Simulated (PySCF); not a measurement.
The vertical singlet excitations below were computed for one of the candidates. The calculation used PySCF, TDDFT PBE0/def2-SVPD, vertical, gas phase, core orbitals frozen in the response. Geometries: GFN2-xTB, one conformer each.

```tsv
state	E (eV)	f
S1	6.17	0.0067
S2	7.07	0.021
S3	7.25	0.0019
S4	7.65	0.038
S5	8.19	0.0092
S6	8.28	0.0078
S7	8.33	0.0040
S8	8.44	0.047
```

Triplets computed (Tamm–Dancoff): 5.91, 6.91, 7.11 eV.

Orbital energies (eV): HOMO-3 -9.07, HOMO-2 -9.01, HOMO-1 -8.93, HOMO -6.84, LUMO 0.62, LUMO+1 1.30, LUMO+2 1.59.

Question: Which candidate is it? All have the formula C5H13N.
A. `CCN(C)CC`
B. `CCCN(C)C`
C. `CC(C)(C)CN`
D. `CC(C)N(C)C`

Answer: C. Its S1, at 6.17 eV, is the highest among the candidates; the nearest of the others has S1 at 5.87 eV. S1 is HOMO→LUMO (87%), HOMO→LUMO+1 (12%). Löwdin shares by element: HOMO nitrogen 61%, carbon 13% or more, hydrogen 13% or more; LUMO carbon 32% or more, hydrogen 8% or more (atoms not listed hold the other 61%). At the same level the other candidates give, for their lowest levels:
- `CC(C)N(C)C`: 5.52 eV (f 0.004); 6.28 eV (f 0.002); 6.34 eV (f 0.024); 6.54 eV (f 0.016); 7.05 eV (f 0.007); T1 5.41 eV; HOMO -5.92, LUMO 0.71 eV
- `CCN(C)CC`: 5.87 eV (f 0.017); 6.34 eV (f 0.043); 6.42 eV (f 0.051); 6.71 eV (f 0.100); 7.27 eV (f 0.005); T1 5.65 eV; HOMO -6.08, LUMO 0.85 eV
- `CCCN(C)C`: 5.85 eV (f 0.024); 6.38 eV (f 0.017); 6.52 eV (f 0.006); 7.01 eV (f 0.078); 7.22 eV (f 0.022); T1 5.65 eV; HOMO -6.13, LUMO 0.81 eV

Conformer computed: `[CH3:1][C:2]([CH3:3])([CH3:4])[CH2:5][NH2:6]`: C1–C2–C5–N6 63°, H–N6–C5–C2 -69°, H–N6–C5–C2 173°.

Without π bonds the low states may be Rydberg-like; a valence basis with one diffuse set may place them up to an eV too high.
